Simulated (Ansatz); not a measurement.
Ansatz (a program for electronic structure) input (B3LYP-D3(BJ)/def2-TZVP):

Ansatz 0.2 input:
```yaml
crystal:
  periodic: [false, false, false]
  atoms:
    - {symbol: Li, position_ang: [0.39177771, 0.11476892, -0.54537464]}
    - {symbol: H, position_ang: [-0.41362515, -0.13742138, 0.56624985]}
basis:
  gaussian:
    orbitals: def2-TZVP
hamiltonian:
  xc: b3lyp
  dispersion: d3bj
total_charge: -1
magnetization: {spin_polarized: true, initial_magnetization: 1}
relax: {f_tol: 0.002, max_steps: 150}
```

End of the output:

```
mean field: 0.06 GiB planned
mean field -220.13418944 eV, -8.0897822495 hartree, gradient 7.4e-5 eV, S^2 0.751443; 0 other end points of the search recorded, 0 dependent functions left out
the calculation of the forces begins
reference -220.13435826 eV, -8.0897884538 hartree; 3, 2 occupied and 17, 18 virtual orbitals, 173 factors
relax step   5: F+E_penalty+E_count = -220.14587941 eV  Δ(F+E_penalty+E_count) = -6.394e-5 eV  max|allowed force component| = 3.059e-4 eV/Å  Δτ_max = 0.0029 Å  (20 SCF iters, accepted)
integrals: 0.00 GiB planned
173 factors; their error is unknown
mean field: 0.06 GiB planned
mean field -220.13418944 eV, -8.0897822495 hartree, gradient 7.4e-5 eV, S^2 0.751443; 1 other end points of the search recorded, 0 dependent functions left out
the calculation of the forces begins
reference -220.13435826 eV, -8.0897884538 hartree; 3, 2 occupied and 17, 18 virtual orbitals, 173 factors
Total energy: -220.14604824 eV, -8.0902180525 hartree
Atom 0 at     0.478386     0.141888    -0.664912 Å, force     0.000222     0.000069    -0.000306 eV/Å
Atom 1 at    -0.500233    -0.164540     0.685787 Å, force    -0.000222    -0.000069     0.000306 eV/Å
Dipole moment:    -0.090422    -0.028313     0.124801 e Å
```
